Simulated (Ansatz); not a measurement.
# What a proton shuttle does

SiH₄ + NH₃ → SiNH₅ ([NH2][SiH3]) + H₂ (links in brackets), a four-centre ligand exchange, has a barrier of 2.040 eV above its start structure and a step energy of -0.149 eV. One H₂O is now added to the ring of the saddle, taking the hydrogen and handing on one of its own. Gas-phase electronic energies, without zero-point energy, by CCSD(T) at an estimated basis limit (MP2 extrapolated from triple and quadruple zeta, plus CCSD(T) − MP2 in triple zeta); Ansatz 0.2.0, def2-TZVPP and QZVPP, frozen cores, on PBE0-D4/def2-TZVP structures. Extrapolation: Hartree–Fock as exp(−7.88 √X), correlation as X^−2.97. Each barrier counts from its own start structure, which holds all the molecules, is reached by relaxing down from the saddle and may not be the deepest complex; no counterpoise correction.

Task: What are the barrier and the step energy with the shuttle? (To be estimated.)

Result: The calculation gives: Barrier 1.791 eV, 0.248 eV lower than without; step energy -0.220 eV, both from the start structure. Counted from all the molecules apart, the saddle lies at 1.539 eV with the shuttle and at 1.954 eV without; the start well goes from -0.086 to -0.253 eV. At the saddle the angle at each passing proton is N–H···H 136° without the shuttle, against N–H···O 157° and O–H···H 163° with it. Bringing in the extra molecule costs entropy, which these electronic energies leave out.

T1 diagnostic: at most 0.012.

For scale, one of the runs: CCSD(T)/def2-TZVPP, 230 basis functions, launched by `ansatz run in.yaml --threads 4 --pin off --events-out ev --progress --plain --max-ram 9574MiB`. Hardware: 4 CPU threads of an Intel Xeon, shared host. Wall time 110 s; peak host memory 3.9 GiB.
